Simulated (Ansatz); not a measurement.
Frontier orbitals of CH₃F₂NS (`NC(F)(F)S`).

```tsv
atom	x (Å)	y (Å)	z (Å)
N1	-0.640	-0.560	0.948
C2	-0.250	0.133	-0.211
F3	-0.796	-0.476	-1.285
F4	-0.759	1.382	-0.163
S5	1.564	0.225	-0.425
H6	-0.336	-1.523	0.926
H7	-0.310	-0.100	1.785
H8	1.528	0.919	-1.575
```

Charge 0, multiplicity 1. The structure was optimised at the PBE0-D4/def2-TZVP level. It is one conformer, not always the lowest. Basis def2-TZVPP, the Gaussian-basis code of Ansatz.

Orbital energies of one run (eV). Highest occupied ones, from the top: -7.70, -8.45, -9.90, -11.70, -11.76, -12.40, -12.51, -14.21, -15.01, -15.85, -16.50, -18.65, -21.65, -26.24. Empty: -0.04, 1.17, 1.49, 2.35, 3.29, 3.54.

(1) Which functional gave them?
A. LC-ωPBE
B. PBE0
C. r2SCANh
D. r2SCAN

Answers

(1) B. HOMO energies: PBE0 -7.70, r2SCAN -6.65, LC-ωPBE -10.57, r2SCANh -7.15 eV.

LC-ωPBE has ω = 0.4 bohr⁻¹.
